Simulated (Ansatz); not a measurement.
Input file:

```yaml
crystal:
  periodic: [false, false, false]
  atoms:
    - {symbol: C, position_ang: [0.000000, -0.163992, 0.077150]}
    - {symbol: H, position_ang: [0.000000, 1.414936, -1.858565]}
    - {symbol: H, position_ang: [0.000000, 0.539202, 0.939243]}
basis:
  gaussian: {orbitals: cc-pVDZ}
correlation: {method: fic_mrcisd_q, electrons: outside_noble_gas, active_space: {window: {electrons: 6, orbitals: 6}, shells: [{species: C, l: s, shell: 2}, {species: C, l: p, shell: 2}, {species: H, l: s, shell: 1}]}}
```

```sh
$ ansatz run in.yaml --threads 1 --pin off --events-out ev --progress --plain --max-ram 2393MiB
```

Task: Roughly how long does this take on 1 thread of Arm Neoverse V2, shared host, and how much host memory?

Result: 0.48 s wall and 0.16 GiB.

```
403 factors; integrals over basis functions are off by at most 2.4e-7 eV
mean field evaluation 1: about -1051.4741 eV, gradient 1.5e1 eV
mean field evaluation 2: about -1051.4737 eV, gradient 1.5e1 eV
mean field evaluation 4: about -1052.5887 eV, gradient 1.6e0 eV
mean field evaluation 8: about -1052.6145 eV, gradient 1.8e-3 eV
mean field -1052.61448202 eV, -38.6828687265 hartree, gradient 1.2e-6 eV, S^2 0.000000; 0 other end points of the search recorded, 0 dependent functions left out; unrestricted orbitals would lower it
reference -1052.61448202 eV, -38.6828687265 hartree; 4, 4 occupied and 20, 20 virtual orbitals, 403 factors
state -1056.39457433 eV, -38.8217845566 hartree
contracted CI cycle   1: correlation 0.00000000 eV, 0.0000000000 hartree, residual 1.12e1 eV
contracted CI cycle   2: correlation -1.79881888 eV, -0.0661053746 hartree, residual 2.29e0 eV
contracted CI cycle   3: correlation -1.86967318 eV, -0.0687092219 hartree, residual 4.37e-1 eV
contracted CI cycle   4: correlation -1.87253582 eV, -0.0688144222 hartree, residual 1.06e-1 eV
contracted CI cycle   5: correlation -1.87269381 eV, -0.0688202282 hartree, residual 2.63e-2 eV
contracted CI cycle   6: correlation -1.87270366 eV, -0.0688205902 hartree, residual 6.85e-3 eV
contracted CI cycle   7: correlation -1.87270430 eV, -0.0688206137 hartree, residual 1.66e-3 eV
contracted CI cycle   8: correlation -1.87270434 eV, -0.0688206150 hartree, residual 3.73e-4 eV
state -1056.39457433 eV, -38.8217845566 hartree; corrected -1058.32526422 eV, -38.8927361014 hartree
Total energy: -1058.32526422 eV, -38.8927361014 hartree
Checks for a lower state left out: starts, orbital_swaps
```

Natural occupations: 1.9795 1.9287 1.5024 0.4973 0.0687 0.0234.

For the same geometry and basis full CI lies 0.5 meV higher.
